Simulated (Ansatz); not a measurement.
The input, for Ansatz 0.2.0:

```yaml
crystal:
  periodic: [false, false, false]
  atoms:
    - {symbol: C, position_ang: [-1.196885, 0.000000, 0.000000]}
    - {symbol: H, position_ang: [-1.560090, 1.027300, 0.000000]}
    - {symbol: H, position_ang: [-1.560091, -0.513651, 0.889668]}
    - {symbol: H, position_ang: [-1.560090, -0.513650, -0.889669]}
    - {symbol: H, position_ang: [0.132115, 0.000000, 0.000000]}
    - {symbol: B, position_ang: [1.398115, 0.000000, 0.000000]}
    - {symbol: H, position_ang: [1.907188, 0.000000, 1.077009]}
    - {symbol: H, position_ang: [1.907189, 0.000000, -1.077008]}
basis:
  gaussian: {orbitals: cc-pVDZ}
magnetization: {spin_polarized: true, initial_magnetization: 1}
correlation: {method: ccsdt_q, electrons: outside_noble_gas}
```

```sh
$ ansatz run in.yaml --threads 2 --pin off --events-out ev --progress --plain --max-ram 16896MiB --backend cuda --devices 0, --max-vram 18GiB
```

Task: Roughly how long does this take on 2 threads of AMD EPYC 7R13 with a shared H100 80 GB, shared host, and how much host memory?

Result: 9 s wall and 0.9 GiB.

```
1090 factors; integrals over basis functions are off by at most 1.9e-7 eV
mean field evaluation 1: about -1791.1908 eV, gradient 1.6e1 eV
mean field evaluation 2: about -1791.2310 eV, gradient 1.6e1 eV
mean field evaluation 4: about -1793.0179 eV, gradient 2.2e0 eV
mean field evaluation 8: about -1793.0875 eV, gradient 1.6e-3 eV
mean field evaluation 16: about -1792.9677 eV, gradient 2.1e0 eV
mean field evaluation 32: about -1790.9357 eV, gradient 1.3e1 eV
mean field evaluation 64: about -1792.4774 eV, gradient 4.2e-1 eV
mean field -1793.08750871 eV, -65.8947505467 hartree, gradient 2.3e-6 eV, S^2 0.771161; 5 other end points of the search recorded, 0 dependent functions left out
determinant -1793.08750871 eV, -65.8947505467 hartree, with singles and doubles -1800.81019389 eV, -66.1785539926 hartree
determinant -1792.48253259 eV, -65.8725180842 hartree, with singles and doubles -1800.42052000 eV, -66.1642337413 hartree
determinant -1793.08750871 eV, -65.8947505467 hartree, with singles and doubles -1800.81022800 eV, -66.1785552459 hartree
determinant -1792.48253259 eV, -65.8725180842 hartree, with singles and doubles -1800.42066844 eV, -66.1642391963 hartree
2 core orbitals not correlated: weight in the atoms' cores, before any rotation towards them, 1.000 or more for the frozen orbitals, at most 0.000 for the correlated occupied ones
reference -1793.08750871 eV, -65.8947505467 hartree; 7, 6 occupied and 49, 50 virtual orbitals, 1090 factors
second order -6.50440037 eV of doubles, -0.00000000 eV of singles
cycle   1  -7.39331517 eV  change   -8.9e-1 eV  update   7.0e-2
cycle   2  -7.85758291 eV  change   -4.6e-1 eV  update   2.7e-2
cycle   3  -7.91667252 eV  change   -5.9e-2 eV  update   1.1e-2
cycle   4  -7.91468229 eV  change    2.0e-3 eV  update   4.6e-3
cycle   5  -7.91643828 eV  change   -1.8e-3 eV  update   2.0e-3
cycle   6  -7.91655264 eV  change   -1.1e-4 eV  update   9.3e-4
cycle   7  -7.91637714 eV  change    1.8e-4 eV  update   4.1e-4
cycle   8  -7.91655825 eV  change   -1.8e-4 eV  update   1.8e-4
cycle   9  -7.91664888 eV  change   -9.1e-5 eV  update   7.6e-5
cycle  10  -7.91658162 eV  change    6.7e-5 eV  update   3.9e-5
cycle  11  -7.91656430 eV  change    1.7e-5 eV  update   2.7e-5
cycle  12  -7.91657775 eV  change   -1.3e-5 eV  update   2.2e-5
cycle  13  -7.91658923 eV  change   -1.1e-5 eV  update   2.1e-5
cycle  14  -7.91660532 eV  change   -1.6e-5 eV  update   1.9e-5
cycle  15  -7.91660868 eV  change   -3.4e-6 eV  update   1.7e-5
cycle  16  -7.91659508 eV  change    1.4e-5 eV  update   1.2e-5
cycle  17  -7.91659058 eV  change    4.5e-6 eV  update   6.1e-6
cycle  18  -7.91659138 eV  change   -8.0e-7 eV  update   3.0e-6
cycle  19  -7.91659288 eV  change   -1.5e-6 eV  update   1.5e-6
cycle  20  -7.91659432 eV  change   -1.4e-6 eV  update   8.5e-7
cycle  21  -7.91659468 eV  change   -3.6e-7 eV  update   4.1e-7
perturbative correction -0.00708478 eV, -0.0002603607 hartree
Total energy: -1801.01118816 eV, -66.1859403958 hartree
```
